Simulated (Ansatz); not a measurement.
`[AlH2][BH]Cl` and `NBCl` differ in one atom or group.

Ansatz, PBE0-D4/def2-TZVP geometries, multiplicity 1. Each molecule was computed in one conformer, which needn't be the lowest.

```csv
property,`[AlH2][BH]Cl`
"ideal-gas entropy at 298 K and 1 bar (rigid rotor, harmonic PBE0-D4/def2-TZVP) / J/(mol·K)",306
LUMO energy (PBE/def2-TZVPP) / eV,-3.10
HOMO–LUMO gap (PBE0/def2-TZVPP) / eV,5.14
LUMO energy (PBE0/def2-TZVPP) / eV,-2.16
HOMO energy (PBE0/def2-TZVPP) / eV,-7.30
HOMO–LUMO gap (B3LYP/def2-TZVPP) / eV,4.79
```

Question: Give the same properties after the change, and the shifts. (Best estimate.)

Answer: Computed: 
| property | `NBCl` | shift |
| --- | --- | --- |
| ideal-gas entropy at 298 K and 1 bar (rigid rotor, harmonic PBE0-D4/def2-TZVP) / J/(mol·K) | 268 | -38 |
| LUMO energy (PBE/def2-TZVPP) / eV | -0.78 | 2.32 |
| HOMO–LUMO gap (PBE0/def2-TZVPP) / eV | 8.62 | 3.48 |
| LUMO energy (PBE0/def2-TZVPP) / eV | 0.21 | 2.37 |
| HOMO energy (PBE0/def2-TZVPP) / eV | -8.42 | -1.12 |
| HOMO–LUMO gap (B3LYP/def2-TZVPP) / eV | 8.14 | 3.35 |

With PBE0 the HOMO falls by 1.12 eV and the LUMO rises by 2.37 eV, so the gap widens by about 3.49 eV. PBE moves the HOMO by -0.95 eV and ωB97M-V by -1.30 eV.

B3LYP here is the variant with VWN-RPA as its local correlation; programs differ in this.
